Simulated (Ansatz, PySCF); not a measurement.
Species: hydrogen fluoride, HF, charge 0, multiplicity 1. SMILES: F
Geometry: optimised at B3LYP-D3(BJ)/def2-TZVP (Ansatz, a quantum-chemistry and plane-wave program).


Quantity: enthalpy of formation at 298 K (from the atomisation energy, B3LYP-D3(BJ)/def2-TZVP harmonic zero-point and thermal terms from PySCF, and the atoms' enthalpies of formation in the G2/97 table; no spin-orbit terms, and no core term in the frozen-core levels), in kcal/mol. Valence correlation only, unless marked. UHF or UKS for open shells. No spin-orbit coupling. No relativistic terms. The coupled-cluster limit lacks core correlation, which all-electron functionals hold. CBS(X,Y): correlation extrapolated as X^-3; Hartree-Fock from the larger set (for Q and 5 zeta extrapolated as (X+1)exp(-9√X)).

```
level         program  enthalpy of formation at 298 K (kcal/mol)
------------  -------  -----------------------------------------
HF/def2-SVPD   Ansatz                                      -21.9
```

Estimate the value at CCSD(T)/CBS(cc-pVQZ,cc-pV5Z) as computed with Ansatz.

-65.7 kcal/mol
